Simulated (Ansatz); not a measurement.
Geometry optimisation, RKS PBE/6-31G* in Ansatz 0.2.0.

Input file:

```yaml
crystal:
  periodic: [false, false, false]
  atoms:
    - { symbol: Si, position_ang: [0.0, 0.0, 0.0] }
    - { symbol: H, position_ang: [0.0, 0.0, 1.81] }
    - { symbol: H, position_ang: [1.3768, 0.0, -0.4862] }
    - { symbol: H, position_ang: [-0.6877, 1.1914, -0.4862] }
    - { symbol: O, position_ang: [-0.7913, -1.3709, -0.5594] }
    - { symbol: H, position_ang: [-1.2459, -1.8365, 0.2129] }
    - { symbol: Si, position_ang: [1.3153, -1.9973, 0.7946] }
    - { symbol: H, position_ang: [0.4966, -3.1999, 0.6724] }
    - { symbol: H, position_ang: [2.5185, -2.1437, -0.0193] }
    - { symbol: H, position_ang: [1.6939, -1.807, 2.1918] }
    - { symbol: H, position_ang: [0.5199, -0.7894, 1.8966] }
basis:
  gaussian: { orbitals: "6-31G*" }
hamiltonian:
  xc: pbe
relax:
  f_tol: 0.15
  max_steps: 25
  restrain:
    - { distance: [0, 6], at: 2.22, k: 30.0 }
    - { distance: [10, 1], at: 0.66, k: 30.0 }
    - { distance: [0, 1], at: 2.66, k: 30.0 }
    - { distance: [10, 6], at: 2.66, k: 30.0 }
output:
  orbitals: {}
```

Launched with:

```bash
$ ansatz run input.yaml --threads 1 --pin off --max-ram 2048MiB --backend cpu --events-out ev --progress --plain --runs-dir out
```

Q: Where does it end, and by what steps?

A: The forces met the threshold. The restraints hold the end off the free minimum. After 11 steps the energy has fallen by 4.946 eV (the restraints' own energy left out); H4 moved furthest, 1.16 Å. Joined: H2–H11 (0.95 → 0.71 Å).

```tsv
step	energy less start (eV)	largest force component (eV/Å)	accepted
0	0.0000	2.405	yes
1	-0.4641	2.708	yes
2	-1.0040	4.398	yes
3	-2.2936	3.759	yes
4	-3.3519	2.199	yes
5	-3.9482	1.228	yes
6	-4.3382	1.257	yes
7	-4.6212	1.301	yes
8	-4.7762	1.249	yes
9	-4.8850	1.165	yes
10	-4.9343	1.084	yes
11	-4.9460	1.212	yes
```

```xyz
11
Properties=species:S:1:pos:R:3
Si 0.336 -0.375 -0.389
H -0.333 -0.332 2.196
H 1.166 0.153 -1.522
H -0.087 0.813 0.436
O -0.987 -1.138 -1.122
H -1.559 -1.623 -0.490
Si 1.493 -1.872 0.847
H 0.576 -2.858 1.519
H 2.414 -2.668 -0.035
H 2.328 -1.224 1.913
H -0.150 -0.829 2.673
```

The run took 32 s on 1 thread of Arm Neoverse V1, on a shared host, peak memory 0.11 GiB.
